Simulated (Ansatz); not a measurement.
`N#CCC1CO1` + `C=CC` → `C=CCC1CO1` + `CC#N`  (formal exchange of groups at a C–C bond)

Isolated molecules relaxed with PBE0-D4/def2-TZVP in Ansatz; ΔE leaves out vibrations. CCSD(T)/CBS is the MP2 limit (def2-TZVPP, def2-QZVPP) plus CCSD(T) − MP2 in def2-TZVPP, frozen cores. This one scheme is used for every species. DFT in def2-TZVPP. B3LYP here is the variant with VWN-RPA as its local correlation; programs differ in this. One conformer a species, not always the lowest.

`N#CCC1CO1`:

```xyz
11

N    -2.003   -2.067    0.707
C    -1.034   -1.451    0.763
C     0.177   -0.649    0.817
C    -0.006    0.681    0.127
C     0.368    0.863   -1.269
O     1.189    1.348   -0.214
H     0.450   -0.492    1.865
H     0.996   -1.197    0.345
H    -0.784    1.317    0.544
H     0.774    0.020   -1.824
H    -0.126    1.627   -1.862
```

`C=CC`:

Cartesian coordinates in Å:
```
C 0.107 -0.051 1.380
C -0.187 0.471 0.198
C 0.019 -0.207 -1.113
H 0.533 -1.046 1.470
H -0.067 0.494 2.301
H -0.613 1.472 0.159
H -0.927 -0.307 -1.655
H 0.687 0.376 -1.755
H 0.448 -1.202 -0.985
```

`C=CCC1CO1`:

Z-matrix (Å, degrees):
```
C
C 1 1.495
C 1 1.498 2 114.8
H 1 1.097 2 109.0 3 -122.5
H 1 1.097 2 109.7 3 122.6
C 2 1.326 1 126.2 3 -6.4
H 2 1.088 1 115.1 3 173.7
C 3 1.459 1 121.8 2 92.6
O 3 1.419 1 116.3 2 161.0
H 3 1.090 1 115.6 2 -61.7
H 6 1.084 2 121.0 1 -179.8
H 6 1.084 2 122.2 1 -0.0
H 8 1.088 3 118.9 1 -0.2
H 8 1.087 3 120.1 1 -153.1
```

`CC#N`:

Cartesian coordinates in Å:
```
C -0.150 -0.383 0.261
C 0.295 0.757 -0.515
N 0.648 1.661 -1.131
H -1.140 -0.699 -0.070
H 0.545 -1.215 0.137
H -0.199 -0.121 1.319
```

```csv
level,ΔE (kJ/mol),difference from CCSD(T)/CBS
PBE-D4,-6.1,0.7
r2SCAN-D4,-6.9,-0.1
PBE0-D4,-6.8,0.0
B3LYP-D4,-6.3,0.5
ωB97X-V,-6.7,0.1
ωB97M-V,-6.9,-0.1
B2PLYP,-4.3,2.5
PBE,-3.9,2.9
r2SCAN,-6.2,0.6
PBE0,-4.8,2.0
B3LYP,-3.0,3.8
HF/def2-TZVPP,-2.4,4.4
MP2/def2-TZVPP,-6.8,0.0
SCS-MP2/def2-TZVPP,-5.4,1.4
CCSD/def2-TZVPP,-6.0,0.8
CCSD(T)/def2-TZVPP,-6.4,0.4
HF/def2-QZVPP,-2.3,4.5
MP2/def2-QZVPP,-7.0,-0.2
SCS-MP2/def2-QZVPP,-5.6,1.2
HF/CBS(def2),-2.3,4.5
MP2/CBS(def2),-7.2,-0.4
CCSD/CBS(def2),-6.4,0.4
CCSD(T)/CBS,-6.8,0
```

Largest T1 diagnostic among the species: 0.012.

In def2-TZVPP, CCSD(T) changes the Hartree–Fock value by −4.0 kJ/mol (the triples alone add −0.4 kJ/mol) and MP2 by −4.4 kJ/mol. The D4 term adds −3.3 kJ/mol with B3LYP and −2.0 kJ/mol with PBE0; it sums over pairs of atoms, weighted by their polarisabilities, and B3LYP, whose exchange is more repulsive, gets the larger term.
